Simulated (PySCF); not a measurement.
Nitrogen: a sound run and one with changed settings

Sound run: N [He] 2s2 2p3, N+ [He] 2s2 2p2. Computed with PySCF 2.14 in def2-TZVP (5s3p2d1f, 31 functions), with the non-relativistic Hamiltonian (point nucleus). The sound run starts from symmetry-adapted Hartree-Fock orbitals and uses a fine grid where one is needed.

Changed run: radial step 0.3 in ln r (0.13 in the sound run). This setting is unsound on purpose.

```tsv
species	method	sound run (hartree)	changed run (hartree)	converged
N	UHF	-54.40275	-54.40275	yes
N	M06-2X	-54.58726	-54.58683	yes
N	PBE0	-54.54382	-54.54367	yes
N+	UHF	-53.89200	-53.89200	yes
N+	M06-2X	-54.05296	-54.05190	yes
N+	PBE0	-54.00379	-54.00373	yes
```

Ionisation energy of N:

| method | sound run (eV) | changed run (eV) |
| --- | --- | --- |
| UHF | 13.898 | 13.898 |
| M06-2X | 14.539 | 14.556 |
| PBE0 | 14.695 | 14.692 |

A coarse radial grid mis-integrates the density and the exchange-correlation energy, with errors of either sign; Hartree-Fock needs no grid.

For comparison, NIST gives 14.534 eV between the lowest levels.
